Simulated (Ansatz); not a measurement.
Process, species as SMILES: Cl[O] (O-Cl) → ClO+ (triplet, bonded as [O]Cl) + e-
B3LYP-D3(BJ)/def2-TZVP geometries, fixed; electronic energies without zero-point terms.
Largest species:
```xyz
2

Cl     0.0000     0.0000    -0.5055
O      0.0000     0.0000     1.0742
```
Charge 0, spin multiplicity 2.

Basis-set convergence of the adiabatic ionisation energy at HF with Ansatz (a quantum-chemistry and plane-wave program). Cartesian d functions, on some or all atoms, in 6-31G**, 6-31+G*, 6-311G**, 6-311+G**; all else is spherical. Open shells are unrestricted. No added dispersion term, no relativity. Functions are those of the species that has most. Reference: the value in pcseg-4, 10.239 eV, itself unsure by roughly 0.005 eV (its mean distance from aug-pcseg-3, aug-cc-pV(Q+d)Z, cc-pV(5+d)Z). Deviations are taken from unrounded values.

```csv
basis,functions
STO-3G,14
3-21G,22
6-31G,22
6-31G**,34
6-31+G*,42
6-311G**,45
6-311+G**,53
"6-311++G(2d,2p)",62
"6-311++G(3df,3pd)",86
```

### Question
Which is the smallest Pople set listed that can be trusted to 0.1 eV here, that is, within that of the reference together with its larger relatives (same family, alike in diffuse functions; a set with none to test it counts only in the reference's own line)?

### Answer
Of the sets listed that have larger relatives (same family, alike in diffuse functions), none stays within 0.1 eV of the reference together with them. Inside, with no larger relative to test it: 6-311++G(3df,3pd). Value minus reference: STO-3G -0.222, 3-21G 1.094, 6-31G 1.260, 6-31G** 0.222, 6-31+G* 0.264, 6-311G** 0.243, 6-311+G** 0.284, 6-311++G(2d,2p) 0.120, 6-311++G(3df,3pd) 0.028 eV.
